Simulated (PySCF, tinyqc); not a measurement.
RHF in the sto-6g basis, for CH2, spin multiplicity 1, step by step. This run ends on a higher stationary point, not on the lowest solution. The lowest restricted solution is unstable here: a spin-polarised one lies 0.0301 hartree lower (PySCF). One step of it, computed by the program tinyqc.

Task: Iteration 2: building the Fock matrix. J_ij = sum D_kl (ij|kl), K_ij = sum D_kl (ik|jl); F = H + J - 0.5 K; E = tr D H + tr D J / 2 - 0.25 tr D K + E_nn.

D after iteration 1, lower triangle:
```
            1C 1s     1C 2s    1C 2px     1C 2py     1C 2pz      2H 1s     3H 1s
1C 1s    2.090060
1C 2s   -0.368492  1.533502
1C 2px   0.000000  0.000000  2.000000
1C 2py   0.000000  0.000000  0.000000   1.403243
1C 2pz  -0.139383  0.596835  0.000000   0.000000   0.242474
2H 1s   -0.027175  0.047249  0.000000   0.089336  -0.015772   0.380042
3H 1s   -0.027175  0.047249  0.000000  -0.089336  -0.015772  -0.143619  0.380042
```

core Hamiltonian H = T + V (hartree), lower triangle:
```
             1C 1s      1C 2s     1C 2px     1C 2py     1C 2pz      2H 1s      3H 1s
1C 1s   -18.765235
1C 2s    -4.312098  -5.484010
1C 2px    0.000000   0.000000  -4.436207
1C 2py    0.000000   0.000000   0.000000  -4.567563
1C 2pz   -0.013666  -0.142052   0.000000   0.000000  -4.487066
2H 1s    -0.745157  -1.826104   0.000000  -1.369131  -0.878835  -3.167452
3H 1s    -0.745157  -1.826104   0.000000   1.369131  -0.878835  -0.400914  -3.167452
```

Two-electron integrals (ij|kl) in chemists' order, unique and non-zero (hartree):
```
(11|11) 3.543743    (21|11) 0.529462    (21|21) 0.100317    (22|11) 0.853596
(22|21) 0.199930    (22|22) 0.624844    (31|31) 0.021271    (32|31) 0.031868
(32|32) 0.138108    (33|11) 0.853598    (33|21) 0.199930    (33|22) 0.624843
(33|33) 0.673218    (41|41) 0.021271    (42|41) 0.031868    (42|42) 0.138108
(43|43) 0.036281    (44|11) 0.853598    (44|21) 0.199930    (44|22) 0.624843
(44|33) 0.600655    (44|44) 0.673218    (51|51) 0.021271    (52|51) 0.031868
(52|52) 0.138108    (53|53) 0.036281    (54|54) 0.036281    (55|11) 0.853598
(55|21) 0.199930    (55|22) 0.624843    (55|33) 0.600655    (55|44) 0.600655
(55|55) 0.673218    (61|11) 0.095414    (61|21) 0.017415    (61|22) 0.034183
(61|33) 0.034055    (61|41) 0.000970    (61|42) 0.001888    (61|44) 0.034332
(61|51) 0.000604    (61|52) 0.001175    (61|54) 0.000173    (61|55) 0.034162
(61|61) 0.003109    (62|11) 0.244421    (62|21) 0.058185    (62|22) 0.202259
(62|33) 0.197321    (62|41) 0.005027    (62|42) 0.034512    (62|44) 0.208000
(62|51) 0.003128    (62|52) 0.021475    (62|54) 0.006645    (62|55) 0.201456
(62|61) 0.010446    (62|62) 0.089289    (63|31) 0.006011    (63|32) 0.031376
(63|43) 0.006612    (63|53) 0.004115    (63|63) 0.010398    (64|11) 0.184649
(64|21) 0.044544    (64|22) 0.163816    (64|33) 0.155754    (64|41) 0.009277
(64|42) 0.056828    (64|44) 0.176880    (64|51) 0.002032    (64|52) 0.015837
(64|54) 0.009031    (64|55) 0.158813    (64|61) 0.008355    (64|62) 0.085691
(64|64) 0.091087    (65|11) 0.114897    (65|21) 0.027717    (65|22) 0.101933
(65|33) 0.096917    (65|41) 0.002032    (65|42) 0.015837    (65|44) 0.101833
(65|51) 0.007276    (65|52) 0.041230    (65|54) 0.009671    (65|55) 0.107050
(65|61) 0.005199    (65|62) 0.053321    (65|64) 0.050208    (65|65) 0.041639
(66|11) 0.408574    (66|21) 0.099128    (66|22) 0.392189    (66|33) 0.372152
(66|41) 0.010119    (66|42) 0.094552    (66|44) 0.415484    (66|51) 0.006296
(66|52) 0.058834    (66|54) 0.026963    (66|55) 0.388930    (66|61) 0.018050
(66|62) 0.226102    (66|64) 0.238908    (66|65) 0.148658    (66|66) 0.774999
(71|11) 0.095414    (71|21) 0.017415    (71|22) 0.034183    (71|33) 0.034055
(71|41) -0.000970   (71|42) -0.001888   (71|44) 0.034332    (71|51) 0.000604
(71|52) 0.001175    (71|54) -0.000173   (71|55) 0.034162    (71|61) 0.003011
(71|62) 0.009754    (71|64) 0.007129    (71|65) 0.004866    (71|66) 0.016551
(71|71) 0.003109    (72|11) 0.244421    (72|21) 0.058185    (72|22) 0.202259
(72|33) 0.197321    (72|41) -0.005027   (72|42) -0.034512   (72|44) 0.208000
(72|51) 0.003128    (72|52) 0.021475    (72|54) -0.006645   (72|55) 0.201456
(72|61) 0.009754    (72|62) 0.061835    (72|64) 0.043308    (72|65) 0.035972
(72|66) 0.120104    (72|71) 0.010446    (72|72) 0.089289    (73|31) 0.006011
(73|32) 0.031376    (73|43) -0.006612   (73|53) 0.004115    (73|63) 0.006651
(73|73) 0.010398    (74|11) -0.184649   (74|21) -0.044544   (74|22) -0.163816
(74|33) -0.155754   (74|41) 0.009277    (74|42) 0.056828    (74|44) -0.176880
(74|51) -0.002032   (74|52) -0.015837   (74|54) 0.009031    (74|55) -0.158813
(74|61) -0.007129   (74|62) -0.043308   (74|64) -0.024775   (74|65) -0.024749
(74|66) -0.079763   (74|71) -0.008355   (74|72) -0.085691   (74|74) 0.091087
(75|11) 0.114897    (75|21) 0.027717    (75|22) 0.101933    (75|33) 0.096917
(75|41) -0.002032   (75|42) -0.015837   (75|44) 0.101833    (75|51) 0.007276
(75|52) 0.041230    (75|54) -0.009671   (75|55) 0.107050    (75|61) 0.004866
(75|62) 0.035972    (75|64) 0.024749    (75|65) 0.027129    (75|66) 0.073645
(75|71) 0.005199    (75|72) 0.053321    (75|74) -0.050208   (75|75) 0.041639
(76|11) 0.049136    (76|21) 0.011750    (76|22) 0.042569    (76|33) 0.041412
(76|44) 0.042649    (76|51) 0.001035    (76|52) 0.007659    (76|55) 0.043645
(76|61) 0.002056    (76|62) 0.016797    (76|64) 0.014087    (76|65) 0.011009
(76|66) 0.039988    (76|71) 0.002056    (76|72) 0.016797    (76|74) -0.014087
(76|75) 0.011009    (76|76) 0.003978    (77|11) 0.408574    (77|21) 0.099128
(77|22) 0.392189    (77|33) 0.372152    (77|41) -0.010119   (77|42) -0.094552
(77|44) 0.415484    (77|51) 0.006296    (77|52) 0.058834    (77|54) -0.026963
(77|55) 0.388930    (77|61) 0.016551    (77|62) 0.120104    (77|64) 0.079763
(77|65) 0.073645    (77|66) 0.242739    (77|71) 0.018050    (77|72) 0.226102
(77|74) -0.238908   (77|75) 0.148658    (77|76) 0.039988    (77|77) 0.774999
```

nuclear repulsion = 5.19867286 hartree

Give: Coulomb J; exchange K; Fock matrix F; total energy of this density.

Result:

Coulomb J (hartree), lower triangle:
```
          1C 1s   1C 2s  1C 2px   1C 2py  1C 2pz   2H 1s   3H 1s
1C 1s   11.8284
1C 2s    2.1634  5.2454
1C 2px   0.0000  0.0000  5.2840
1C 2py   0.0000  0.0000  0.0000   5.2825
1C 2pz   0.0374  0.2055  0.0000   0.0000  5.1698
2H 1s    0.3814  1.6984  0.0000   1.3676  0.8863  3.3285
3H 1s    0.3814  1.6984  0.0000  -1.3676  0.8863  0.3580  3.3285
```

exchange K (hartree), lower triangle:
```
         1C 1s   1C 2s  1C 2px   1C 2py  1C 2pz   2H 1s   3H 1s
1C 1s   7.2425
1C 2s   1.1786  1.6170
1C 2px  0.0000  0.0000  1.6523
1C 2py  0.0000  0.0000  0.0000   1.4075
1C 2pz  0.0145  0.4596  0.0000   0.0000  0.5470
2H 1s   0.2206  0.6412  0.0000   0.4732  0.2707  0.6982
3H 1s   0.2206  0.6412  0.0000  -0.4732  0.2707  0.1131  0.6982
```

Fock matrix F (hartree), lower triangle:
```
           1C 1s    1C 2s  1C 2px   1C 2py   1C 2pz    2H 1s    3H 1s
1C 1s   -10.5581
1C 2s    -2.7380  -1.0471
1C 2px    0.0000   0.0000  0.0216
1C 2py    0.0000   0.0000  0.0000   0.0112
1C 2pz    0.0165  -0.1664  0.0000   0.0000   0.4092
2H 1s    -0.4740  -0.4483  0.0000  -0.2381  -0.1279  -0.1881
3H 1s    -0.4740  -0.4483  0.0000   0.2381  -0.1279  -0.0995  -0.1881
```

total energy of this density = -37.752683 hartree

This density is a damped mixture and is not idempotent.
